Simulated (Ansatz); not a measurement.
What does this script print? It uses Ansatz 0.2.0, Python API.

Script `run_states.py`:
```python
# -*- coding: utf-8 -*-
"""Does a wider search find a lower mean-field state of C3H5?"""

import ansatz as az
import numpy as np

GEOMETRY = """
C    -0.96890    0.73850   -0.86470
C    -0.17550    0.11930   -0.14630
C     0.74850   -0.62160    0.66490
H    -1.42400    0.32530   -1.73130
H    -1.25530    1.80860   -0.66610
H     1.27290    0.05430    1.39670
H     1.58100   -1.08240    0.06100
H     0.31340   -1.39920    1.23010
"""

geometry = az.Crystal.molecule()
for line in GEOMETRY.strip().splitlines():
    symbol, *xyz = line.split()
    geometry = geometry.atom(symbol, [float(v) for v in xyz])
symbols = [site.symbol for site in geometry.cartesian_sites]

start = np.array([site.position_ang for site in geometry.cartesian_sites])
for factor in [1.0, 1.5]:
    xyz = (start - start.mean(axis=0)) * factor
    scaled = az.Crystal.molecule()
    for symbol, place in zip(symbols, xyz):
        scaled = scaled.atom(symbol, place.tolist())
    job = scaled.calculation()
    job = job.basis(gaussian="def2-SVP")
    job = job.functional("HF")
    job = job.spin("collinear", total=1)
    for search in ("off", "standard"):
        try:
            rep = job.scf(lower_state_search=search).run(threads=1).report
        except az.AnsatzError as error:
            print(f"x{factor} search {search}: {type(error).__name__}")
            continue
        state = rep["mean_field"]["state"]
        print(f"all distances x{factor}, search {search:8s} E = {rep['free_energy_ev']:.5f} eV  <S^2> = {abs(state['spin_squared']):.3f}  other states met: {len(rep['mean_field']['others'])}")
```

```console
$ python run_states.py
all distances x1.0, search off      E = -3165.39157 eV  <S^2> = 0.839  other states met: 0
all distances x1.0, search standard E = -3165.39157 eV  <S^2> = 0.839  other states met: 0
all distances x1.5, search off      E = -3147.99863 eV  <S^2> = 3.012  other states met: 0
all distances x1.5, search standard E = -3147.99863 eV  <S^2> = 3.012  other states met: 3
```

Reading the output:
- Total energies depend on the basis set; only differences at equal settings carry meaning.
- The count of other states can hold repeated and symmetry-equivalent ends of the search; scaling all distances is a test, and for more than two atoms no physical path.
- The structure is a rough, unrelaxed start.
- The species is open-shell (spin multiplicity 2).
- The expectation value of S² is noticeably off S(S+1) in at least one run, so that state is spin-contaminated.
- The whole script took 4.8 s on 1 thread of Intel(R) Xeon(R) 6975P-C (Granite Rapids), on a shared host, peak memory 0.2 GiB.
